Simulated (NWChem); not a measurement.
# Correlation energy of hydrogen peroxide (H$_{2}$O$_{2}$)

SMILES: OO
```xyz
4

O     -0.2942     0.6453    -0.0547
O      0.2942    -0.6453    -0.0547
H      0.3673     1.1503     0.4376
H     -0.3673    -1.1503     0.4376
```
Charge 0, spin multiplicity 1.

Program: NWChem. Structure: optimised with PBE0/def2-SVP, a minimum by its harmonic frequencies. It is one conformer; others weren't searched.

Basis set: cc-pVDZ. Each correlation energy counts from its own Hartree-Fock reference.

The correlated methods keep 2 core orbitals frozen. Coupled-cluster values serve here as a point of comparison, not as the truth.

Question: For the correlation energy, CCSD+T(CCSD) gives -407.5 mHa and CCSD gives -398.4 mHa. What do CR-CCSD[T], MP2, SCS-MP2 give?

Answer: CR-CCSD[T]: -405.9 mHa; MP2: -384.2 mHa; SCS-MP2: -375.9 mHa.
